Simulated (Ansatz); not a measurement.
# Relative stability

Two relaxed structures of C$_{2}$HO (charge +1), singlet (PBE0-D4/def2-TZVP; forces vanish, vibrations not checked).

A:

```
atom    x (Å)    y (Å)    z (Å)
  C1   1.0640  -0.4015   0.5373
  C2  -0.0994   0.3581  -0.1989
  O3  -0.2108  -0.9115   0.3465
  H4  -0.8191  -1.6923   0.5021
```

B:

| atom | x (Å) | y (Å) | z (Å) |
| --- | --- | --- | --- |
| C1 | 1.0412 | -0.3747 | 0.5320 |
| C2 | -0.0674 | 0.2840 | -0.1358 |
| O3 | -0.2512 | -0.8985 | 0.2575 |
| H4 | -0.7226 | 0.9892 | -0.6537 |

Program: Ansatz 0.2.0. Basis: def2-TZVPP. Cores are frozen in the correlated methods. B3LYP uses VWN-RPA correlation.

Question: Which structure is lower at CCSD(T), and by how much? (An estimate is asked for; the value comes from the calculation.)

Answer: The calculation gives: B, by 3.013 eV (electronic energy, against the other). By their contacts, A is C₂HO ([C]1[C][OH]1), total charge +1 and B is C₂HO ([C]1[CH][O]1), total charge +1.

All methods give the same order:

| method | E(B) − E(A) (eV) |
| --- | --- |
| PBE-D4 | -3.103 |
| r2SCAN-D4 | -3.141 |
| PBE0-D4 | -3.118 |
| B3LYP-D4 | -3.047 |
| wB97M-V | -2.989 |
| HF | -2.937 |
| MP2 | -3.331 |
| CCSD | -2.992 |
| CCSD(T) | -3.013 |

No T1 diagnostic of these runs exceeds 0.020. The restricted Hartree–Fock reference is unstable towards an unrestricted one at one or more of these structures.

Labels in which every atom is bracketed show which atoms are joined, not bond orders.

For scale, one of the runs: CCSD(T)/def2-TZVPP, 107 basis functions, launched by `ansatz run in.yaml --threads 2 --pin off --events-out ev --progress --plain --max-ram 4352MiB`. The run took about 3.1 s on 2 CPU threads of an Arm Neoverse V1 (shared host).
